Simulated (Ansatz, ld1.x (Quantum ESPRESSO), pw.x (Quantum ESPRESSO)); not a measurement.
# From atom to crystal: TM potential for Sr (Z = 38)

ld1.x (Quantum ESPRESSO) 7.5 input, shortened:

```
&input
   title='Sr', zed=38., rel=1, dft='PBESOL', iswitch=3,
   config='[Kr] 4d0 5s2 5p0'
 /
 &inputp
   pseudotype=2, tm=.true., lloc=0,
   nlcc=.false.
 /
3
5P  2  1   0.00   0.00  4.00  4.00  0.0
4D  3  2   0.00   0.00  2.45  2.45  0.0
5S  1  0   2.00   0.00  2.75  2.75  0.0
 &test
   configts(1)='4d0 5s2 5p0'
 /
```

Atomic tests: cutoffs needed: 8 Ry and 18 Ry (the cutoffs (Ry, on a coarse ladder) from which the occupation-weighted sum of valence levels, in a spherical-Bessel basis at the reference potential, stays within 10 and 1 mRy of its value at 400 Ry) The cutoffs count occupied waves only; the empty 4d level needs 18 Ry at the loose tolerance.; ghost test: no extra level below or beside the all-electron valence levels (p, d, s, f tested) (spherical-Bessel basis up to 400 Ry, 20 bohr box); largest excitation error: +169 meV (all-electron minus pseudo) for 4d1 5s1 5p0, out of 7 test configurations.

Crystal test: bcc Sr in pw.x 7.5, no spin, 10³ k-points, Fermi–Dirac smearing 0.01 Ry, cutoffs 35/140 Ry. The reference is all-electron LAPW (Ansatz 0.2.0) with the same functional, mesh and smearing; V0 and B0 come from Birch–Murnaghan fits to the pressures at five volumes. Errors are pseudo minus all-electron; Δ is the rms difference of the E(V) curves that follow from these fits, minima aligned, over ±6 % about the mean V0. Mesh and smearing are coarse, so the numbers serve the comparison and aren't converged zero-temperature values; the lattice is a test structure that the element need not adopt.

| V (Å³/atom) | P all-electron (GPa) | P pseudo (GPa) |
| --- | --- | --- |
| 49.066 | 0.67 | -0.08 |
| 50.357 | 0.32 | -0.35 |
| 51.648 | -0.00 | -0.59 |
| 52.939 | -0.29 | -0.81 |
| 54.230 | -0.54 | -1.00 |

All-electron: a0 = 4.692 Å (V0 = 51.65 Å³/atom), B0 = 12.0 GPa.

Pseudopotential: mean pressure error (GPa): -0.60. The pressure does not cross zero within the volumes sampled, so no fit is given. The largest radius (4.00 bohr) exceeds half the bond length (3.84 bohr), so the spheres overlap, which is one possible source of error among others. This is a poor potential for the solid. The logarithmic derivative shows an extra or strongly shifted pseudo pole above the reference energy (s near 1.48 Ry).

Problem. At the middle volume, how do free energy and pressure move when the wave cutoff is lowered (ecutrho kept at four times it)?

Solution.

```csv
cutoff (Ry),shift of F (meV/atom),shift of P (GPa)
16,+45.9,-0.37
21,+5.9,-0.07
28,+0.9,-0.01
```

Input at the middle volume:

```
&control
  calculation='scf', prefix='x', pseudo_dir='./', outdir='./tmp', tstress=.true., disk_io='none'
/
&system
  ibrav=0, nat=1, ntyp=1, ecutwfc=35, ecutrho=140, nbnd=8,
  occupations='smearing', smearing='fd', degauss=0.01
/
&electrons
  conv_thr=1e-09, mixing_beta=0.4, electron_maxstep=70
/
ATOMIC_SPECIES
Sr 1.0 Sr.UPF
CELL_PARAMETERS angstrom
  -2.34601710 2.34601710 2.34601710
  2.34601710 -2.34601710 2.34601710
  2.34601710 2.34601710 -2.34601710
ATOMIC_POSITIONS crystal
Sr 0.0000 0.0000 0.0000
K_POINTS automatic
10 10 10 0 0 0
```

```bash
pw.x < Sr.scf.in > Sr.scf.out
```

Lines of the output:

```
Message from routine setup:
     using ibrav=0 with symmetry is DISCOURAGED, use correct ibrav instead
     lattice parameter (alat)  =       7.6788  a.u.
     unit-cell volume          =     348.5380 (a.u.)^3
     number of electrons       =         2.00
     number of Kohn-Sham states=            8
     kinetic-energy cutoff     =      35.0000  Ry
     charge density cutoff     =     140.0000  Ry
     scf convergence threshold =      1.0E-09
     Exchange-correlation= PBESOL
     number of k points=    47  Fermi-Dirac smearing, width (Ry)=  0.0100
     iteration #  1     ecut=    35.00 Ry     beta= 0.40
     total energy              =      -1.34918981 Ry
     estimated scf accuracy    <       0.00062102 Ry
     iteration #  2     ecut=    35.00 Ry     beta= 0.40
     total energy              =      -1.34967739 Ry
     estimated scf accuracy    <       0.00025438 Ry
     iteration #  3     ecut=    35.00 Ry     beta= 0.40
     total energy              =      -1.34973999 Ry
     estimated scf accuracy    <       0.00000121 Ry
     iteration #  4     ecut=    35.00 Ry     beta= 0.40
     total energy              =      -1.34974132 Ry
     estimated scf accuracy    <       0.00000033 Ry
     iteration #  5     ecut=    35.00 Ry     beta= 0.40
     total energy              =      -1.34974139 Ry
     estimated scf accuracy    <       0.00000002 Ry
     iteration #  6     ecut=    35.00 Ry     beta= 0.40
     total energy              =      -1.34974139 Ry
     estimated scf accuracy    <          1.2E-09 Ry
     iteration #  7     ecut=    35.00 Ry     beta= 0.40
     the Fermi energy is     1.8222 ev
!    total energy              =      -1.34974139 Ry
     estimated scf accuracy    <          1.2E-11 Ry
     smearing contrib. (-TS)   =      -0.00578177 Ry
     The total energy is F=E-TS. E is the sum of the following terms:
     one-electron contribution =       0.96404547 Ry
     hartree contribution      =       0.00188278 Ry
     xc contribution           =      -0.66812708 Ry
     ewald contribution        =      -1.64176080 Ry
     convergence has been achieved in   7 iterations
          total   stress  (Ry/bohr**3)                   (kbar)     P=       -5.89
     Message from routine punch:
     Nothing written, as per user request (disk_io='none')
```

The run at the middle volume (47 k-points, 7 iterations) took about 8.7 s on one core of a shared host (Neoverse-N1, 64 threads, 498 GiB, load 27).
